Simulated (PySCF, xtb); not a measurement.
H2Si, SMILES [SiH2] (connectivity only; charge and spin as stated), charge +1, multiplicity 2.

Harmonic wavenumbers (cm⁻¹) from GFN2-xTB (xtb) at its own minimum, in rising order: 599, 2208, 2257.

Q: What does PBE-D3(BJ)/def2-TZVPD run with PySCF give at its own minimum? (The exact figures need the calculation; the answer reports its results.)

A: 871, 2065, 2153. Paired by order, the mean absolute difference is 173 cm⁻¹ and the zero-point energies are 7.2 and 7.3 kcal/mol.
